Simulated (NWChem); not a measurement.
Correlation energy of hydrazine (H4N2)

SMILES: NN
```xyz
6

N      0.1745    -0.6794     0.0738
N     -0.1745     0.6794     0.0738
H     -0.6458    -1.2306     0.3138
H      0.5122    -1.0120    -0.8307
H      0.6458     1.2306     0.3138
H     -0.5122     1.0120    -0.8307
```
Charge 0, spin multiplicity 1.

The numbers come from NWChem runs, not from measurements. The geometry was optimised at PBE0/def2-SVP, a minimum by its harmonic frequencies. It is one conformer; others weren't searched.

Basis set: def2-TZVP. Each correlation energy counts from its own Hartree-Fock reference.

The correlated methods keep 2 core orbitals frozen. No row is a measurement; the coupled-cluster row has its own basis-set and correlation limits.

**Question.** For the correlation energy, SCS-MP2 gives -423.9 mHa and CR-CCSD[T] gives -458.5 mHa. What do MP2, CCSD+T(CCSD), CR-CCSD(T) give?

**Answer.** MP2: -426.3 mHa; CCSD+T(CCSD): -461.5 mHa; CR-CCSD(T): -458.2 mHa.
